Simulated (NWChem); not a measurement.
**CH3Cl (SMILES CCl): levels of theory compared**

Wanted: a comparison of 6 runs (TDA-B3LYP/DGauss-DZVP, TDA-B3LYP/MIDI!, TDA-B3LYP/jorge-TZP, TDA-B3LYP/MINI, TDA-B3LYP/SBKJC-VDZ, TDA-B3LYP/jorge-DZP) of CH3Cl. 

The results are computed with NWChem 7.3.0.

1 further run of the same task is left out (set aside as unsound or not needed).

## 1. The molecule

CH3Cl: 5 atoms, total charge 0, spin state singlet. As SMILES, `CCl`. The shape is that of a PBE0-D4/def2-TZVP optimisation.

Bond lengths: C1–Cl2 1.773 Å, C1–H3 1.087 Å, C1–H4 1.088 Å, C1–H5 1.088 Å. Angles: Cl2–C1–H3 108.7°, Cl2–C1–H4 108.7°, Cl2–C1–H5 108.6°, H3–C1–H4 110.3°, H3–C1–H5 110.3°, H4–C1–H5 110.3°.

## 2. The excited states at TDA-B3LYP/DGauss-DZVP (run 1)

Contents of calc.nw:

```
start calc
title "CH3Cl"
memory total 2200 mb
charge 0
geometry units atomic noautosym nocenter noautoz
  C     -0.22846789     0.01889726     0.09694295
  Cl     2.77676357    -0.54953236    -1.27084082
  H     -0.53819400    -1.35191007     1.59625166
  H     -1.66295899    -0.18349241    -1.36079178
  H     -0.25284536     1.92695373     0.86001436
end
basis spherical bse
  * library DGauss-DZVP
end
dft
  xc b3lyp
  grid fine
  convergence energy 1e-08
  maxiter 100
  mulliken
  print low
end
tddft
  cis
  nroots 4
  notriplet
end
task tddft energy
```

Run with:

```console
nwchem calc.nw > calc.out
```

The log of the run:

```text
[...]
 d= 0,ls=0.0,diis     1   -500.0550474658 -5.52D+02  1.80D-02  2.13D-01     0.4
[...]
 d= 0,ls=0.0,diis     8   -500.0810191232 -9.31D-10  1.81D-07  4.00D-11     2.1
         Total DFT energy =     -500.081019123243
      One electron energy =     -790.524901602731
           Coulomb energy =      273.633998878225
    Exchange-Corr. energy =      -34.728403522830
 Nuclear repulsion energy =       51.538287124093
[...]
      Total Density - Mulliken Population Analysis
     ---------------------------------------------
    Atom       Charge   Shell Charges
 -----------   ------   -------------------------------------------------------
    1 C    6     6.65   2.00  0.78  0.63  2.61  0.56  0.07
    2 Cl  17    17.10   2.00  2.00  1.15  0.79  5.99  3.82  1.32  0.03
    3 H    1     0.75   0.57  0.18
    4 H    1     0.75   0.57  0.18
    5 H    1     0.75   0.57  0.18
[...]
         Spin multiplicity :       1
[...]
              XC Information
              --------------
                  B3LYP Method XC Potential
              Hartree-Fock (Exact) Exchange   0.20
                 Slater Exchange Functional   0.80 local
             Becke 1988 Exchange Functional   0.72 non-local
       Lee-Yang-Parr Correlation Functional   0.81
           VWN I RPA Correlation Functional   0.19 local
[...]
         Wavefunction type : Restricted singlets
          No. of electrons :      26
[...]
  Root   1 singlet a              0.277112999 a.u.                7.5406 eV
[...]
     Dipole Oscillator Strength                    0.0034043187
[...]
     Total Oscillator Strength                     0.0034043350
[...]
  Root   2 singlet a              0.277118063 a.u.                7.5408 eV
[...]
  Root   3 singlet a              0.359062410 a.u.                9.7706 eV
[...]
     Dipole Oscillator Strength                    0.0001704508
[...]
     Total Oscillator Strength                     0.0001735119
[...]
  Root   4 singlet a              0.359066865 a.u.                9.7707 eV
[...]
     Dipole Oscillator Strength                    0.0001686778
[...]
     Total Oscillator Strength                     0.0001717380
[...]
```

Wall time 9.9 s (1 thread of Intel Xeon 6975P-C (Granite Rapids), shared host); peak memory 0.11 GiB.

The roots found:

```csv
excited state,energy (eV),strength,label
1,7.541,0.0034,singlet a
2,7.541,0.0034,singlet a
3,9.771,0.0002,singlet a
4,9.771,0.0002,singlet a
```

## 3. The excited states at TDA-B3LYP/MIDI! (run 2)

Contents of ch3cl.nw:

```
start ch3cl
title "CH3Cl"
memory total 2200 mb

geometry units angstrom noautosym nocenter noautoz
  C     -0.120900     0.010000     0.051300
  Cl     1.469400    -0.290800    -0.672500
  H     -0.284800    -0.715400     0.844700
  H     -0.880000    -0.097100    -0.720100
  H     -0.133800     1.019700     0.455100
end

basis spherical bse
  * library "MIDI!"
end

dft
  xc b3lyp
  grid fine
  convergence energy 1e-08
  iterations 100
  mulliken
  print low
end

tddft
  cis
  nroots 4
  notriplet
end

task tddft
```

Run with:

```console
nwchem ch3cl.nw > ch3cl.out
```

The log of the run:

```text
[...]
 d= 0,ls=0.0,diis     1   -497.6746489710 -5.49D+02  1.68D-02  2.67D-01     0.3
[...]
 d= 0,ls=0.0,diis     7   -497.7053470208 -7.69D-09  4.46D-07  2.30D-10     1.1
         Total DFT energy =     -497.705347020816
      One electron energy =     -788.041813034914
           Coulomb energy =      273.510357023173
    Exchange-Corr. energy =      -34.712181895805
 Nuclear repulsion energy =       51.538290886730
[...]
      Total Density - Mulliken Population Analysis
     ---------------------------------------------
    Atom       Charge   Shell Charges
 -----------   ------   -------------------------------------------------------
    1 C    6     6.35   1.99  0.86  0.45  1.50  1.55
    2 Cl  17    17.25   2.00  2.00  1.19  0.78  5.97  2.85  2.43  0.04
    3 H    1     0.80   0.58  0.22
    4 H    1     0.80   0.58  0.22
    5 H    1     0.80   0.58  0.22
[...]
         Spin multiplicity :       1
[...]
              XC Information
              --------------
                  B3LYP Method XC Potential
              Hartree-Fock (Exact) Exchange   0.20
                 Slater Exchange Functional   0.80 local
             Becke 1988 Exchange Functional   0.72 non-local
       Lee-Yang-Parr Correlation Functional   0.81
           VWN I RPA Correlation Functional   0.19 local
[...]
         Wavefunction type : Restricted singlets
          No. of electrons :      26
[...]
  Root   1 singlet a              0.303755426 a.u.                8.2656 eV
[...]
     Dipole Oscillator Strength                    0.0000230806
[...]
     Total Oscillator Strength                     0.0000231969
[...]
  Root   2 singlet a              0.303760350 a.u.                8.2657 eV
[...]
  Root   3 singlet a              0.356812650 a.u.                9.7094 eV
[...]
     Dipole Oscillator Strength                    0.0109015669
[...]
     Total Oscillator Strength                     0.0109027608
[...]
  Root   4 singlet a              0.356817197 a.u.                9.7095 eV
[...]
     Dipole Oscillator Strength                    0.0108851238
[...]
     Total Oscillator Strength                     0.0108863184
[...]
```

Run time: 5.7 s. Hardware: 1 thread of Intel Xeon 6975P-C (Granite Rapids), shared host; peak memory 0.11 GiB.

The roots found:

```csv
excited state,energy (eV),strength,label
1,8.266,0.0000,singlet a
2,8.266,0.0000,singlet a
3,9.709,0.0109,singlet a
4,9.709,0.0109,singlet a
```

Run 3 isn't shown in full; the table further down has it.

## 4. The vertical excitations at TDA-B3LYP/MINI (run 4)

Contents of struct.nw:

```
start struct
memory total 2200 mb
geometry units angstrom noautosym nocenter noautoz
 C     -0.120900     0.010000     0.051300
 Cl     1.469400    -0.290800    -0.672500
 H     -0.284800    -0.715400     0.844700
 H     -0.880000    -0.097100    -0.720100
 H     -0.133800     1.019700     0.455100
end
basis spherical bse
 * library MINI
end
dft
 xc b3lyp
 grid fine
 convergence energy 1e-08
 iterations 100
 mulliken
 noprint "final vectors analysis"
end
tddft
 cis
 nroots 4
 notriplet
end
task tddft energy
```

Run with:

```console
nwchem struct.nw > struct.out
```

The log of the run:

```text
[...]
          Wavefunction type:  closed shell.
          No. of atoms     :     5
          No. of electrons :    26
[...]
          Charge           :     0
          Spin multiplicity:     1
[...]
          AO basis - number of functions:    17
[...]
              XC Information
              --------------
                         B3LYP Method XC Potential
                     Hartree-Fock (Exact) Exchange  0.200
                        Slater Exchange Functional  0.800 local
                    Becke 1988 Exchange Functional  0.720 non-local
              Lee-Yang-Parr Correlation Functional  0.810
                  VWN I RPA Correlation Functional  0.190 local
[...]
 d= 0,ls=0.0,diis     1   -497.4737008791 -5.49D+02  7.39D-02  2.10D-01     0.2
[...]
 d= 0,ls=0.0,diis     7   -497.5146029836 -3.27D-11  1.68D-08  3.39D-14     0.7
         Total DFT energy =     -497.514602983586
      One electron energy =     -786.458741217589
           Coulomb energy =      271.930512025113
    Exchange-Corr. energy =      -34.524664677841
 Nuclear repulsion energy =       51.538290886730
[...]
      Total Density - Mulliken Population Analysis
     ---------------------------------------------
    Atom       Charge   Shell Charges
 -----------   ------   -------------------------------------------------------
    1 C    6     6.81   1.99  1.41  3.41
    2 Cl  17    17.01   2.00  2.00  1.95  5.98  5.08
    3 H    1     0.73   0.73
    4 H    1     0.73   0.73
    5 H    1     0.73   0.73
[...]
  Root   1 singlet a              0.283039984 a.u.                7.7019 eV
[...]
     Dipole Oscillator Strength                    0.0003356148
[...]
     Total Oscillator Strength                     0.0003357895
[...]
  Root   2 singlet a              0.283043362 a.u.                7.7020 eV
[...]
  Root   3 singlet a              0.468556570 a.u.               12.7501 eV
[...]
     Dipole Oscillator Strength                    0.0006179291
[...]
     Total Oscillator Strength                     0.0006202658
[...]
  Root   4 singlet a              0.468580507 a.u.               12.7507 eV
[...]
     Dipole Oscillator Strength                    0.0006168092
[...]
     Total Oscillator Strength                     0.0006191459
[...]
```

It took 5.1 s on 1 thread of Intel Xeon 6975P-C (Granite Rapids), shared host; peak memory 0.11 GiB.

The roots found:

```csv
excited state,energy (eV),strength,label
1,7.702,0.0003,singlet a
2,7.702,0.0003,singlet a
3,12.750,0.0006,singlet a
4,12.751,0.0006,singlet a
```

Run 5 isn't shown in full; the table further down has it.

## 5. The excited states at TDA-B3LYP/jorge-DZP (run 6)

Contents of m1.nw:

```
start m1
memory total 2200 mb
charge 0

geometry noautosym nocenter noautoz
 C    -0.120900    0.010000    0.051300
 Cl    1.469400   -0.290800   -0.672500
 H    -0.284800   -0.715400    0.844700
 H    -0.880000   -0.097100   -0.720100
 H    -0.133800    1.019700    0.455100
end

basis spherical bse
 * library jorge-DZP
end

dft
 xc b3lyp
 grid fine
 convergence energy 1e-08
 maxiter 100
 mulliken
 noprint "final vectors analysis"
end

tddft
 cis
 nroots 4
 notriplet
end

task tddft energy
```

Run with:

```console
nwchem m1.nw > m1.out
```

The log of the run:

```text
[...]
          Wavefunction type:  closed shell.
          No. of atoms     :     5
          No. of electrons :    26
[...]
          Charge           :     0
          Spin multiplicity:     1
[...]
          AO basis - number of functions:    54
[...]
              XC Information
              --------------
                         B3LYP Method XC Potential
                     Hartree-Fock (Exact) Exchange  0.200
                        Slater Exchange Functional  0.800 local
                    Becke 1988 Exchange Functional  0.720 non-local
              Lee-Yang-Parr Correlation Functional  0.810
                  VWN I RPA Correlation Functional  0.190 local
[...]
 d= 0,ls=0.0,diis     1   -500.1103513154 -5.52D+02  1.01D-02  2.13D+00     0.5
[...]
 d= 0,ls=0.0,diis     8   -500.1382878831 -9.71D-10  1.49D-06  1.18D-08     2.7
         Total DFT energy =     -500.138287883118
      One electron energy =     -790.751741262468
           Coulomb energy =      273.867380955750
    Exchange-Corr. energy =      -34.792218463130
 Nuclear repulsion energy =       51.538290886730
[...]
      Total Density - Mulliken Population Analysis
     ---------------------------------------------
    Atom       Charge   Shell Charges
 -----------   ------   -------------------------------------------------------
    1 C    6     6.12   0.93  1.05  0.71  0.46  2.50  0.43  0.05
    2 Cl  17    17.17   0.27  0.68  1.02  0.95  1.03  0.96  1.02  5.82  1.03  2.66  1.69  0.04
    3 H    1     0.90   0.73  0.15  0.02
    4 H    1     0.90   0.73  0.15  0.02
    5 H    1     0.90   0.73  0.15  0.02
[...]
  Root   1 singlet a              0.275793668 a.u.                7.5047 eV
[...]
     Dipole Oscillator Strength                    0.0020523634
[...]
     Total Oscillator Strength                     0.0020523948
[...]
  Root   2 singlet a              0.275798759 a.u.                7.5049 eV
[...]
  Root   3 singlet a              0.319587839 a.u.                8.6964 eV
[...]
     Dipole Oscillator Strength                    0.0001062927
[...]
     Total Oscillator Strength                     0.0001086108
[...]
  Root   4 singlet a              0.319593399 a.u.                8.6966 eV
[...]
     Dipole Oscillator Strength                    0.0001049600
[...]
     Total Oscillator Strength                     0.0001072775
[...]
```

Run time: 16 s. Hardware: 1 thread of Intel Xeon 6975P-C (Granite Rapids), shared host; peak memory 0.11 GiB.

The roots found:

```csv
excited state,energy (eV),strength,label
1,7.505,0.0021,singlet a
2,7.505,0.0021,singlet a
3,8.696,0.0001,singlet a
4,8.697,0.0001,singlet a
```

## 6. All runs side by side

```csv
run,level,core potential,energy (Eh),lowest excitation energy (eV),wall time
1,TDA-B3LYP/DGauss-DZVP,–,-500.081019,7.54,9.9 s
2,TDA-B3LYP/MIDI!,–,-497.705347,8.27,5.7 s
3,TDA-B3LYP/jorge-TZP,–,-500.162991,7.41,64 s
4,TDA-B3LYP/MINI,–,-497.514603,7.70,5.1 s
5,TDA-B3LYP/SBKJC-VDZ (core potential),SBKJC-VDZ,-22.346121,7.65,6.9 s
6,TDA-B3LYP/jorge-DZP,–,-500.138288,7.50,16 s
```

## 7. Summary of results

| quantity | value |
| --- | --- |
| run 6: ground-state or mean-field energy | -500.13829 Eh |
| run 6: dipole moment (of the density that the program reports) | 1.97 D |
| run 6: lowest singlet excitation energy | 7.50 eV |

Over runs 4, 5, 6 the dipole moment (its size) runs from 1.54 D (TDA-B3LYP/MINI) to 2.38 D (TDA-B3LYP/SBKJC-VDZ). The two ends differ in basis and core potential. Some runs of one species differ in core potentials or relativity; totals across that change don't compare. In run 4 the basis is minimal, so the values are rough. All runs together took 1.8 min, the longest 64 s.
